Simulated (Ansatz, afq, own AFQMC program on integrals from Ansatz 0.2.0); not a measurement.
Integrals from Ansatz 0.2.0, then the random walk in our own AFQMC program (afq).

```yaml
crystal:
  periodic: [false, false, false]
  atoms:
    - {symbol: Si, position_ang: [-0.005941, 0.000000, 1.692878]}
    - {symbol: Ge, position_ang: [-0.001466, 0.000000, -0.747359]}
    - {symbol: H, position_ang: [1.461722, -0.000031, 1.996378]}
    - {symbol: H, position_ang: [-0.595235, 1.204279, 2.346671]}
    - {symbol: H, position_ang: [-0.595286, -1.204254, 2.346671]}
basis:
  gaussian: {orbitals: cc-pVDZ}
magnetization: {spin_polarized: true, initial_magnetization: 1}
correlation: {method: ccsd_t, electrons: outside_noble_gas, hamiltonian_folder: ham}
```

```sh
$ ansatz run in.yaml --threads 1 --pin off --events-out ev --progress --plain --max-ram 1382MiB
```

afq runs on the folder ham with

```
--method phaseless --trial cisd --walkers 60 --populations 1 --least-time 40 --time-step 0.005 --steps-per-block 50 --equilibration-blocks 28 --max-blocks 300 --target-error 0.0004 --factor-cut 1e-05 --start spin_pure --seed 3124 --release-times 0.24,0.51,0.99,1.62,2.4 --release-step 0.03 --release-every 4 --taylor-order 6
```

Times are imaginary, in 1/Eh. The walk had a cap of 1706 s. Filled inner d shells are frozen with the cores.

Output of the walk:

```
orbitals 41  electrons 6 5  factors 314 of 640
reference energy -2365.96471656 Eh
CCSD correlation -0.20115973 Eh in 16 cycles, weight of the determinant in the CISD state 0.8535
energy of the start -2366.162438 Eh
 block  time / (1/Eh)  mean weight  energy / Eh
     1     0.250  1.0004  -2366.160508
     2     0.500  1.0005  -2366.161866
     3     0.750  1.0004  -2366.164402
     4     1.000  1.0005  -2366.167508
     5     1.250  0.9982  -2366.168772
    10     2.500  0.9985  -2366.170435
    29     7.250  0.9979  -2366.171333
    49    12.250  1.0018  -2366.175124
    69    17.250  1.0023  -2366.176723
    89    22.250  0.9997  -2366.174752
   109    27.250  1.0016  -2366.169624
   129    32.250  1.0016  -2366.167306
   149    37.250  1.0015  -2366.170217
   169    42.250  0.9998  -2366.177324
   177    44.250  1.0002  -2366.166464
   185    46.250  0.9992  -2366.173201
blocks merged  error / Eh  count
     1  0.000211  160
     2  0.000268  80
     4  0.000321  40
     8  0.000400  20
    16  0.000401  10
released: time / (1/Eh)  energy / Eh  error  mean overlap
  0.24  -2366.171956  0.000338  0.9907
  0.51  -2366.171928  0.000368  0.9947
  0.99  -2366.172108  0.000505  0.9947
  1.62  -2366.172070  0.000396  1.0167
  2.40  -2366.172155  0.000544  1.0001
energy -2366.171744 +/- 0.000400 Eh
(rows thinned)
```

The run passed its tests (sampling time, drift between the halves within three errors, error under three times the target), which doesn't prove that it has relaxed. The second half of the sampling lies above the first by 2.2 errors of their difference, so the energy may still be moving and its error bar be too small.

Against this walk (error 10.9 meV) on the same determinant: CCSD(T) 20.0 meV higher (within the noise). The error is statistical and leaves out the bias of the constraint. Released to 2.40 1/Eh the energy moves by -11 ± 18 meV (both errors), within twice the noise.

Cautions: constraint bias not in the error; no relativity below Rb; no spin-orbit coupling; inner d shell frozen; unrestricted determinant slightly spin contaminated (⟨S²⟩ 0.81 against 0.75).

The walk took 4.4 min on 1 thread of Arm Neoverse V2 (shared host). The log's last line is the phaseless energy.

A walk keeps the symmetry of its determinant, which the program's search chose and which needn't be the lowest solution, so a lower state of the same spin and another symmetry isn't excluded.
